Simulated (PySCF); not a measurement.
## BP⁺: script and output

The script input.py:

```python
from pyscf import gto, dft

mol = gto.M(
    atom='B 0 0 0; P 0 0 1.98',
    basis='3-21g',
    charge=1,
    spin=3,
    symmetry=True,
    verbose=4,
)
mf = dft.ROKS(mol, xc='pbe')
mf.kernel()
mf.analyze()
print('orbital energies (hartree):', mf.mo_energy[..., max(0, mol.nelec[1]-3):mol.nelec[0]+3].round(4))
```

```bash
$ OMP_NUM_THREADS=1 python input.py
```

The log (some set-up lines and the per-cycle HOMO/LUMO lines with their warnings removed):

```
PySCF version 2.14.0

[INPUT] verbose = 4
[INPUT] num. atoms = 2
[INPUT] num. electrons = 19
[INPUT] charge = 1
[INPUT] spin (= nelec alpha-beta = 2S) = 3
[INPUT] symmetry True subgroup None
[INPUT] Mole.unit = angstrom
[INPUT] Symbol           X                Y                Z      unit          X                Y                Z       unit  Magmom
[INPUT]  1 B      0.000000000000   0.000000000000   0.000000000000 AA    0.000000000000   0.000000000000   0.000000000000 Bohr   0.0
[INPUT]  2 P      0.000000000000   0.000000000000   1.980000000000 AA    0.000000000000   0.000000000000   3.741657726639 Bohr   0.0

nuclear repulsion = 20.0445913227273
point group symmetry = Coov
symmetry origin: [0.         0.         2.80624329]
symmetry axis x: [1. 0. 0.]
symmetry axis y: [0. 1. 0.]
symmetry axis z: [0. 0. 1.]
num. orbitals of irrep A1 = 12
num. orbitals of irrep E1x = 5
num. orbitals of irrep E1y = 5
number of shells = 12
number of NR pGTOs = 42
number of NR cGTOs = 22
basis = 3-21g
ecp = {}

******** <class 'pyscf.dft.rks_symm.SymAdaptedROKS'> ********
method = SymAdaptedROKS
initial guess = minao
damping factor = 0
level_shift factor = 0
DIIS = <class 'pyscf.scf.diis.CDIIS'>
diis_start_cycle = 1
diis_space = 8
diis_damp = 0
SCF conv_tol = 1e-09
SCF conv_tol_grad = None
SCF max_cycles = 50
direct_scf = True
direct_scf_tol = 1e-13
num. doubly occ = 8  num. singly occ = 3
XC library pyscf.dft.libxc version 7.0.0
    S. Lehtola, C. Steigemann, M. J.T. Oliveira, and M. A.L. Marques.,  SoftwareX 7, 1–5 (2018)
XC functionals = pbe
    J. P. Perdew, K. Burke, and M. Ernzerhof.,  Phys. Rev. Lett. 77, 3865 (1996)
    J. P. Perdew, K. Burke, and M. Ernzerhof.,  Phys. Rev. Lett. 78, 1396 (1997)
    J. P. Perdew, K. Burke, and M. Ernzerhof.,  Phys. Rev. Lett. 77, 3865 (1996)
    J. P. Perdew, K. Burke, and M. Ernzerhof.,  Phys. Rev. Lett. 78, 1396 (1997)
radial grids:
    Treutler-Ahlrichs [JCP 102, 346 (1995); DOI:10.1063/1.469408] (M4) radial grids

becke partition: Becke, JCP 88, 2547 (1988); DOI:10.1063/1.454033
pruning grids: <function nwchem_prune>
grids dens level: 3
symmetrized grids: True
atomic radii adjust function: <function treutler_atomic_radii_adjust>
small_rho_cutoff = 0
Freeze 0 electrons in irreps []
    19 free electrons in irreps A1 E1x E1y
Set gradient conv threshold to 3.16228e-05
tot grids = 33232
init E= -363.690624708974
cycle= 1 E= -363.577215850714  delta_E= 0.113  |g|= 0.211  |ddm|= 1.18
cycle= 2 E= -363.571091486894  delta_E= 0.00612  |g|= 0.228  |ddm|= 0.651
cycle= 3 E= -363.575125257315  delta_E= -0.00403  |g|= 0.21  |ddm|= 0.551
cycle= 4 E= -363.607935442602  delta_E= -0.0328  |g|= 0.00372  |ddm|= 0.303
cycle= 5 E= -363.607949593399  delta_E= -1.42e-05  |g|= 0.00256  |ddm|= 0.0135
cycle= 6 E= -363.607955508703  delta_E= -5.92e-06  |g|= 0.000539  |ddm|= 0.00561
cycle= 7 E= -363.607955780148  delta_E= -2.71e-07  |g|= 9.11e-05  |ddm|= 0.000913
cycle= 8 E= -363.60795578625  delta_E= -6.1e-09  |g|= 1.29e-05  |ddm|= 0.000173
cycle= 9 E= -363.607955786379  delta_E= -1.29e-10  |g|= 8.46e-07  |ddm|= 1.83e-05
Extra cycle  E= -363.607955786373  delta_E= 6.2e-12  |g|= 2.93e-06  |ddm|= 5.15e-06
converged SCF energy = -363.607955786373
**** SCF Summaries ****
Total Energy =                        -363.607955786372543
Nuclear Repulsion Energy =              20.044591322727278
One-electron Energy =                 -535.741346212737312
Two-electron Energy =                  152.088799103637513
Two-electron Coulomb Energy =          178.664177584345680
DFT Exchange-Correlation Energy =      -26.575378480708178
Wave-function symmetry = Coov
single occ                     1    1    1
**** MO energy ****
                          Roothaan           | alpha              | beta
MO #1   (A1  #1 ) energy= -76.1130010177238  | -76.1165484231092  | -76.1094536123388  occ= 2
MO #2   (A1  #2 ) energy= -6.89177952396808  | -6.90006215663346  | -6.88349689127956  occ= 2
MO #3   (A1  #3 ) energy= -6.60442360727965  | -6.60844292012897  | -6.60040429443005  occ= 2
MO #4   (E1x #1 ) energy= -4.82648173605944  | -4.83231452399928  | -4.82064894814657  occ= 2
MO #5   (E1y #1 ) energy= -4.82648173605944  | -4.83231452399928  | -4.82064894814657  occ= 2
MO #6   (A1  #4 ) energy= -4.82407878347762  | -4.82770745828476  | -4.82045010867794  occ= 2
MO #7   (A1  #5 ) energy= -0.85175400856535  | -0.881133551302877 | -0.822374465962743 occ= 2
MO #8   (A1  #6 ) energy= -0.619162531378427 | -0.646529446469777 | -0.591795701024194 occ= 2
MO #9   (E1x #2 ) energy= -0.495722484295769 | -0.530436453900682 | -0.461008547776539 occ= 1
MO #10  (E1y #2 ) energy= -0.495722484295769 | -0.530436453900681 | -0.461008547776539 occ= 1
MO #11  (A1  #7 ) energy= -0.469623017608514 | -0.522523624826019 | -0.416722264949843 occ= 1
MO #12  (E1x #3 ) energy= -0.360245718222872 | -0.39365033502464  | -0.326841070993145 occ= 0
MO #13  (E1y #3 ) energy= -0.360245718222872 | -0.393650335024641 | -0.326841070993146 occ= 0
MO #14  (A1  #8 ) energy= -0.196996234349634 | -0.224610211673193 | -0.169382304306948 occ= 0
[8 lines left out]
 ** Mulliken pop on meta-lowdin orthogonal AOs  **
 ** Mulliken pop  **
pop of  0 B 1s            1.99942
pop of  0 B 2s            1.42772
pop of  0 B 3s            0.00247
pop of  0 B 2px           0.24596
pop of  0 B 2py           0.24596
pop of  0 B 2pz           0.68135
pop of  0 B 3px           0.00080
pop of  0 B 3py           0.00080
pop of  0 B 3pz           0.00977
pop of  1 P 1s            1.99999
pop of  1 P 2s            1.99781
pop of  1 P 3s            1.86607
[10 lines left out]
 ** Mulliken atomic charges  **
charge of    0B =      0.38574
charge of    1P =      0.61426

WARN: System has nonzero charge 1; the dipole moment is origin-dependent.
Location of origin: [0. 0. 0.]

Dipole moment(X, Y, Z, Debye):  0.00000,  0.00000,  5.12834
orbital energies (hartree): [-4.8241 -0.8518 -0.6192 -0.4957 -0.4957 -0.4696 -0.3602 -0.3602 -0.197 ]
```

In short: E(SCF) = -363.607956 Eh, 9 cycles.

Run time: 2 s on 1 thread of Intel Xeon Platinum 8488C (shared host), peak memory 0.15 GiB.

The basis is very small, so the numbers show the basis as much as the system. The bond length is a typed value, not an optimised one. The dipole of an ion depends on the origin. No search for the lowest solution was made.
